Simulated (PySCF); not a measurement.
Calculation: TPSSh-D3(BJ)/def2-TZVP // PBE0-D3(BJ)/def2-SVP (PySCF). Isolated molecules, 0 K electronic values unless said otherwise. Delta-SCF ions had no search for a lower state. 

Reference species (SMILES): `N` (neutral, multiplicity 1).

- HOMO–LUMO gap = 7.56 eV
- dipole moment = 1.76 D
- vertical ionisation energy (Delta-SCF) = 10.79 eV

Changed species: `CN(C)C` (free base N(CH3)3; the reference has free base NH3).

Q: What does the change do to the HOMO–LUMO gap, dipole moment and vertical ionisation energy (Delta-SCF)?

A: the HOMO–LUMO gap falls by 1.27 eV, to 6.29 eV; the dipole moment decreases by 1.37 D, to 0.39 D; the vertical ionisation energy (Delta-SCF) falls by 2.68 eV, to 8.11 eV.
